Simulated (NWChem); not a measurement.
System: Na anion

The following NWChem deck was run.

```
start job
memory heap 200 mb stack 900 mb global 1100 mb
charge -1
geometry units angstroms noautoz
  Na     0.000000     0.000000     0.000000
end
basis spherical
  * library aug-cc-pvtz
end
dft
  xc xcamb88 1.00 lyp 0.81 vwn_5 0.19 hfexch 1.00
  cam 0.33 cam_alpha 0.19 cam_beta 0.46
  iterations 150
  mulliken
end
task dft gradient
```

Excerpt of the output:

```
             Northwest Computational Chemistry Package (NWChem) 7.3.0
             --------------------------------------------------------

                             Geometry "geometry" -> ""
                             -------------------------

 Output coordinates in angstroms (scale by  1.889725989 to convert to a.u.)

  No.       Tag          Charge          X              Y              Z
 ---- ---------------- ---------- -------------- -------------- --------------
    1 Na                  11.0000     0.00000000     0.00000000     0.00000000

 Effective nuclear repulsion energy (a.u.)       0.0000000000

                                 NWChem DFT Module
                                 -----------------

 Summary of "ao basis" -> "ao basis" (spherical)
 ------------------------------------------------------------------------------
       Tag                 Description            Shells   Functions and Types
 ---------------- ------------------------------  ------  ---------------------
 Na                       aug-cc-pvtz               16       50   6s5p3d2f

            General Information
            -------------------
          SCF calculation type: DFT
          Wavefunction type:  closed shell.
          No. of atoms     :     1
          No. of electrons :    12
           Alpha electrons :     6
            Beta electrons :     6
          Charge           :    -1
          Spin multiplicity:     1
          Use of symmetry is: off; symmetry adaption is: off
          Maximum number of iterations: 150
          AO basis - number of functions:    50
                     number of shells:    16
          Convergence on energy requested:  1.00D-06
          Convergence on density requested:  1.00D-05
          Convergence on gradient requested:  5.00D-04

              XC Information
              --------------
                     Hartree-Fock (Exact) Exchange  1.000
                   CAM-Becke88 Exchange Functional  1.000
                      VWN V Correlation Functional  0.190 local
              Lee-Yang-Parr Correlation Functional  0.810

           Range-Separation Parameters
           ---------------------------
           Alpha           :  0.19
           Beta            :  0.46
           Gamma           :  0.33
           Short-Range HF  :     F

             Grid Information
             ----------------
          Grid used for XC integration:  medium
          Radial quadrature: Mura-Knowles
          Angular quadrature: Lebedev.
          Tag              B.-S. Rad. Rad. Pts. Rad. Cut. Ang. Pts.
          ---              ---------- --------- --------- ---------
          Na                  1.80       88          19.0       434
          Grid pruning is: on
          Number of quadrature shells:    88
          Spatial weights used:  Erf1

      Superposition of Atomic Density Guess
      -------------------------------------

 Sum of atomic energies:        -161.85799798

 Renormalizing density from      11.00 to     12

      Non-variational initial energy
      ------------------------------

 Total energy =    -169.961298
 1-e energy   =    -248.589630
 2-e energy   =      78.628332
 HOMO         =       0.079923
 LUMO         =       0.079923

     ---------------------------------------------
      Total Density - Mulliken Population Analysis
     ---------------------------------------------

    Atom       Charge   Shell Charges
 -----------   ------   -------------------------------------------------------
    1 Na  11    12.00   2.00  1.39  0.00  0.61 -0.00  0.00  6.36 -0.27 -0.04 -1.20  3.15  0.00 -0.00  0.00 -0.00  0.00

   convergence    iter        energy       DeltaE   RMS-Dens  Diis-err
 ---------------- ----- ----------------- --------- --------- ---------
 d= 0,ls=0.0,diis     1   -161.9848483771 -1.62D+02  2.44D-01  1.49D+00
 d= 0,ls=0.0,diis     2   -162.2073253032 -2.22D-01  3.73D-02  2.16D-01
 d= 0,ls=0.0,diis     3   -162.2838705230 -7.65D-02  1.04D-02  4.68D-03
 d= 0,ls=0.0,diis     4   -162.2914970777 -7.63D-03  1.44D-03  3.57D-04
 d= 0,ls=0.0,diis     5   -162.2915984738 -1.01D-04  5.42D-04  5.68D-06
  Resetting Diis
 d= 0,ls=0.0,diis     6   -162.2916035747 -5.10D-06  1.72D-04  1.19D-07
 d= 0,ls=0.0,diis     7   -162.2916039857 -4.11D-07  2.15D-05  6.65D-09
 d= 0,ls=0.0,diis     8   -162.2916039958 -1.01D-08  8.99D-06  8.29D-10

         Total DFT energy =     -162.291603995755
      One electron energy =     -229.576659744114
           Coulomb energy =       81.757335728463
    Exchange-Corr. energy =      -14.472279980104
 Nuclear repulsion energy =        0.000000000000

 Numeric. integr. density =       12.000000025413

                       DFT Final Molecular Orbital Analysis
                       ------------------------------------

 Vector    4  Occ=2.000000D+00  E=-1.064844D+00
              MO Center=  3.2D-18,  4.7D-17,  4.1D-17, r^2= 2.4D-01
   Bfn.  Coefficient  Atom+Function         Bfn.  Coefficient  Atom+Function
  ----- ------------  ---------------      ----- ------------  ---------------
     9      1.006479  1 Na pz                 8      0.057041  1 Na py

 Vector    5  Occ=2.000000D+00  E=-1.064844D+00
              MO Center=  3.5D-17, -2.4D-17, -1.5D-17, r^2= 2.4D-01
   Bfn.  Coefficient  Atom+Function         Bfn.  Coefficient  Atom+Function
  ----- ------------  ---------------      ----- ------------  ---------------
     7      1.003242  1 Na px                 8     -0.098080  1 Na py

 Vector    6  Occ=2.000000D+00  E=-4.012409D-03
              MO Center=  3.8D-16,  1.0D-16, -1.0D-16, r^2= 1.1D+01
   Bfn.  Coefficient  Atom+Function         Bfn.  Coefficient  Atom+Function
  ----- ------------  ---------------      ----- ------------  ---------------
     5      0.422509  1 Na s                  6      0.363562  1 Na s
     3      0.355186  1 Na s                  4     -0.099730  1 Na s
     2     -0.051995  1 Na s

 Vector    7  Occ=0.000000D+00  E= 6.840736D-02
              MO Center=  9.8D-15,  4.5D-15,  1.9D-15, r^2= 7.5D+01
   Bfn.  Coefficient  Atom+Function         Bfn.  Coefficient  Atom+Function
  ----- ------------  ---------------      ----- ------------  ---------------
    19      1.734542  1 Na px                16     -1.192957  1 Na px
    13      0.382514  1 Na px                20     -0.169157  1 Na py
    17      0.116340  1 Na py                10     -0.069716  1 Na px
     7     -0.043364  1 Na px                14     -0.037304  1 Na py
    21      0.033934  1 Na pz

 Vector    8  Occ=0.000000D+00  E= 6.840736D-02
              MO Center=  2.3D-15, -2.3D-16, -9.7D-15, r^2= 7.5D+01
   Bfn.  Coefficient  Atom+Function         Bfn.  Coefficient  Atom+Function
  ----- ------------  ---------------      ----- ------------  ---------------
    21      1.740101  1 Na pz                18     -1.196781  1 Na pz
    15      0.383740  1 Na pz                20      0.099281  1 Na py
    12     -0.069940  1 Na pz                17     -0.068282  1 Na py
     9     -0.043503  1 Na pz

 Vector    9  Occ=0.000000D+00  E= 6.840742D-02
              MO Center=  3.9D-15, -1.9D-15,  1.6D-15, r^2= 7.5D+01
   Bfn.  Coefficient  Atom+Function         Bfn.  Coefficient  Atom+Function
  ----- ------------  ---------------      ----- ------------  ---------------
    20      1.732041  1 Na py                17     -1.191249  1 Na py
    14      0.381965  1 Na py                19      0.170800  1 Na px
    16     -0.117471  1 Na px                21     -0.096430  1 Na pz
    11     -0.069617  1 Na py                18      0.066322  1 Na pz
     8     -0.043302  1 Na py                13      0.037666  1 Na px

     ---------------------------------------------
      Total Density - Mulliken Population Analysis
     ---------------------------------------------

    Atom       Charge   Shell Charges
 -----------   ------   -------------------------------------------------------
    1 Na  11    12.00   2.00  1.56  0.61  0.42  0.81  0.61  6.05 -0.04 -0.01  0.00 -0.00  0.00 -0.00  0.00  0.00 -0.00

     -------------------------------------------
      Total Density - Lowdin Population Analysis
     -------------------------------------------

    Atom       Charge   Shell Charges
 -----------   ------   -------------------------------------------------------
    1 Na  11    12.00   1.98  1.33  0.59  0.69  0.80  0.60  5.73  0.21  0.06  0.00  0.00  0.00  0.00  0.00  0.00  0.00

            General Information
            -------------------
          SCF calculation type: DFT
          Wavefunction type:  closed shell.
          No. of atoms     :     1
          No. of electrons :    12
           Alpha electrons :     6
            Beta electrons :     6
          Charge           :    -1
          Spin multiplicity:     1
          Use of symmetry is: off; symmetry adaption is: off
          Maximum number of iterations: 150
          This is a Direct SCF calculation.
          AO basis - number of functions:    50
                     number of shells:    16
          Convergence on energy requested:  1.00D-06
          Convergence on density requested:  1.00D-05
          Convergence on gradient requested:  5.00D-04

              XC Information
              --------------
                     Hartree-Fock (Exact) Exchange  1.000
                   CAM-Becke88 Exchange Functional  1.000
                      VWN V Correlation Functional  0.190 local
              Lee-Yang-Parr Correlation Functional  0.810

           Range-Separation Parameters
           ---------------------------
           Alpha           :  0.19
           Beta            :  0.46
           Gamma           :  0.33
           Short-Range HF  :     F

[...]

                         DFT ENERGY GRADIENTS

    atom               coordinates                        gradient
                 x          y          z           x          y          z
   1 Na      0.000000   0.000000   0.000000    0.000000  -0.000000  -0.000000
```

Level: CAM-B3LYP/aug-cc-pVTZ.
